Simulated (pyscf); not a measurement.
Optimised with ωB97X-D3(BJ)/def2-SVP in PySCF. MP2 and CC: frozen core, UHF for open shells. ΔMP2 is the change of the MP2 total energy from the triple- to the quadruple-zeta basis.

### Question
What is the homolytic dissociation enthalpy (298 K, CCSD(T)/def2-TZVPP + ΔMP2(QZVPP)) of the C–In bond of H₃C–CH₂–InH₂ (SMILES C[CH2][InH2]), to •H₂C–CH₃ + InH₂•?

### Answer
C–In to •H₂C–CH₃ + InH₂•: 253.8 kJ/mol. The radicals are drawn with the spin at the cut bond; how far it spreads was not checked. H₃C–CH₂–InH₂ lies 34.7 kJ/mol over its isomer H₃C–InH–CH₃, and others may lie lower still (electronic energy, ωB97M-D3(BJ)). Other isomers of •H₂C–CH₃ were not searched in full and may lie lower. The CCSD(T) − MP2 part came from Ansatz, without density fitting, on the same reference. The frozen core leaves the outer d or s,p core shells of the metals and heavy elements correlated in the MP2 and CC values, and def2-TZVPP describes them poorly, which can shift differences by a few kcal/mol. Elements past Kr carry the def2 core potentials, without spin-orbit coupling.
